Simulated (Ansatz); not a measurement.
C4H4FN, SMILES `Fc1ccc[nH]1`. The species carries charge 0 and has multiplicity 1.

```tsv
atom	x (Å)	y (Å)	z (Å)
F1	-0.8566	2.1342	-0.8123
C2	-0.4043	0.9453	-0.4436
C3	-0.2782	-0.2135	-1.1470
C4	0.2659	-1.1556	-0.2284
C5	0.4408	-0.5286	0.9735
N6	0.0228	0.7721	0.8289
H7	-0.5409	-0.3645	-2.1806
H8	0.5012	-2.1867	-0.4390
H9	0.8232	-0.8886	1.9138
H10	0.0263	1.4859	1.5345
```

Problem. Give the diagnostics of a CCSD(T)/def2-TZVPP run (frozen core, the Gaussian-basis code of Ansatz). (An estimate is asked.)

Solution. Computed: T1 = 0.0113, largest single amplitude 0.020, largest double 0.065, (T) share of the correlation energy 4.4 %, 10 CCSD cycles. The RHF solution is stable towards an unrestricted one. T1 lies under the customary mark of 0.02 for closed shells.
